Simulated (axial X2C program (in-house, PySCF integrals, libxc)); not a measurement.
**Curves of MgS⁺ by EOM-IP-CCSD**

Computed with an axial X2C code built on PySCF integrals: two-component X2C with atomic mean-field Coulomb and Gaunt terms, Gaussian nuclei, basis S dyall-av3z, Mg dyall-cv3z with contracted cores.

Energies in eV from the lowest point of the lowest state; states are followed by energy order within each Ω. Reference: MgS, 8 electrons correlated in 94 virtual spinors with an MP2 remainder; levels at this size can be off by some tenths of an eV. Masses 31.972 and 23.985 u.

```
R (Å)  (1)Ω=3/2  (1)Ω=1/2  (2)Ω=1/2
1.968    0.6452    0.6883    1.8810
2.053    0.2652    0.3083    1.6475
2.139    0.0669    0.1099    1.5636
2.235    0.0000    0.0425    1.5953
2.332    0.0485    0.0891    1.7180
2.460    0.2387    0.2666    1.9744
```

**Question.** Fit the curves (1)Ω=3/2, (1)Ω=1/2, (2)Ω=1/2 near their minima.

**Answer.** At EOM-IP-CCSD from MgS (the fit fixes ωe to about one per cent; ωe of higher roots by this method can be off by ten per cent):

```csv
state,Te (cm⁻¹),Re (Å),ωe (cm⁻¹)
(1)Ω=3/2,0,2.237,494.7
(1)Ω=1/2,340,2.238,489.9
(2)Ω=1/2,12590,2.160,512.6
```

For MgS at CCSD, and between the minima:

Re = 2.159 Å, ωe = 516.2 cm⁻¹; removing the electron costs 7.677 eV without zero-point terms.

T1 of the reference reaches 0.028 (Lee–Taylor). Curves followed by order can swap character. Number of frozen shells: S 2 s, 1 p; Mg 2 s, 1 p. Roots with under 60 % one-particle weight at any point are counted in the labels but not shown, and the list ends where the roots sought for some Ω run out; states that need a further excitation are missing and may lie low or lowest. Curves with a minimum but no constants failed the fit check.
